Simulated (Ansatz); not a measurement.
**CCSDTQ/STO-3G run of BCl (SMILES [B]Cl)**

Aim: the vertical ionisation energy of BCl at CCSDTQ/STO-3G, from 2 runs. 

The results are computed with Ansatz 0.2.0.

41 further runs of the same task are left out: 1 that didn't finish, 40 set aside as unsound or not needed.

### Step 1. The molecule

BCl: 2 atoms, total charge 0, spin state singlet. SMILES: `[B]Cl`. Geometry: relaxed at GFN2-xTB.

Bond lengths: B1–Cl2 1.579 Å.

### Step 2. A single-point energy at CCSDTQ/STO-3G

File molecule.yaml:

```yaml
crystal:
  periodic: [false, false, false]
  atoms:
    - {symbol: B, position_ang: [0.000000, 0.000000, 0.000000]}
    - {symbol: Cl, position_ang: [0.000000, 0.000000, 1.578530]}
basis:
  gaussian:
    orbitals: STO-3G
accuracy: high
correlation:
  method: ccsdtq
  frozen_orbitals: {B: 1, Cl: 5}
scf:
  omitted_lower_state_checks: [cluster_reference, increment]
```

On the command line:

```
$ ansatz run molecule.yaml --threads 1 --pin off --max-ram 2610MiB --events-out events.jsonl --progress --plain --runs-dir runs
```

The program printed, cut to the lines that bear on the results:

```text
Warning: RAYON_NUM_THREADS=1 ignored (pool sized by the plan → 1); use --threads N
Functional definition: HF
  name "HF"
[...]
224 factors; integrals over basis functions are off by at most 2.2e-8 eV
[...]
mean field -13029.50564165 eV, -478.8255006147 hartree, gradient 7.6e-8 eV, S^2 0.000000; 0 other end points of the search recorded, 0 dependent functions left out; unrestricted orbitals would lower it
6 core orbitals not correlated: weight in the atoms' cores, before any rotation towards them, 1.000 or more for the frozen orbitals, at most 0.000 for the correlated occupied ones
reference -13029.50564165 eV, -478.8255006147 hartree; 5, 5 occupied and 3, 3 virtual orbitals, 224 factors
second order -1.07521158 eV of doubles, -0.00000000 eV of singles
cycle   1  -1.33085480 eV  change   -2.6e-1 eV  update   8.2e-2
[...]
cycle  21  -1.72137096 eV  change  -3.0e-10 eV  update  5.4e-10
Total energy: -13031.22701261 eV, -478.8887598306 hartree
Checks for a lower state left out: cluster_reference, increment
```

Run time: 1.9 s. Hardware: 1 thread of Intel Xeon Platinum 8375C at 2.90GHz (Ice Lake), shared host; peak memory 0.15 GiB.

### Step 3. The doublet cation at the same level

File job.yaml:

```yaml
crystal:
  periodic: [false, false, false]
  atoms:
    - {symbol: B, position_ang: [0.000000, 0.000000, 0.000000]}
    - {symbol: Cl, position_ang: [0.000000, 0.000000, 1.578530]}
basis:
  gaussian:
    orbitals: STO-3G
total_charge: 1
magnetization:
  spin_polarized: true
  initial_magnetization: 1
correlation:
  method: ccsdtq
  frozen_orbitals: {B: 1, Cl: 5}
accuracy: high
scf:
  omitted_lower_state_checks: [cluster_reference, increment]
```

On the command line:

```
$ ansatz run job.yaml --threads 1 --pin off --max-ram 2610MiB --events-out events.jsonl --progress --plain --runs-dir runs
```

The program printed, cut to the lines that bear on the results:

```text
Warning: RAYON_NUM_THREADS=1 ignored (pool sized by the plan → 1); use --threads N
[... 2 set-up lines as earlier in the session ...]
[...]
224 factors; integrals over basis functions are off by at most 2.2e-8 eV
[...]
mean field -13022.70347458 eV, -478.5755255853 hartree, gradient 8.4e-8 eV, S^2 0.765684; 0 other end points of the search recorded, 0 dependent functions left out
6 core orbitals not correlated: weight in the atoms' cores, before any rotation towards them, 1.000 or more for the frozen orbitals, at most 0.000 for the correlated occupied ones
reference -13022.70347458 eV, -478.5755255853 hartree; 5, 4 occupied and 3, 4 virtual orbitals, 224 factors
second order -1.17434179 eV of doubles, -0.00000000 eV of singles
cycle   1  -1.22096990 eV  change   -4.7e-2 eV  update   9.5e-2
[...]
cycle  26  -1.56589968 eV  change  -7.0e-10 eV  update  8.1e-10
Total energy: -13024.26937426 eV, -478.6330713372 hartree
Checks for a lower state left out: cluster_reference, increment
```

It took 19 s on 1 thread of Intel Xeon Platinum 8375C at 2.90GHz (Ice Lake), shared host; peak memory 0.28 GiB.

### Step 4. Outcome

Level: CCSDTQ/STO-3G, 6 core orbitals frozen.

| quantity | value |
| --- | --- |
| singlet BCl: total energy | -478.88876 Eh |
| singlet BCl: correlation energy (6 core orbitals frozen) | -63.3 mEh |
| singlet BCl: T1 diagnostic | 0.013 |
| doublet cation: total energy | -478.63307 Eh |
| doublet cation: correlation energy (6 core orbitals frozen) | -57.5 mEh |
| doublet cation: ⟨S²⟩ of the reference determinant | 0.766 |
| doublet cation: T1 diagnostic | 0.024 |
| vertical ionisation energy (to the doublet cation) | 6.958 eV |

In words: Removing an electron at fixed nuclei costs 6.96 eV (160 kcal/mol). In a minimal basis such a difference can be off by several eV, whatever the method. The restricted solution (singlet BCl) is unstable to spin breaking: an unrestricted one lies lower.
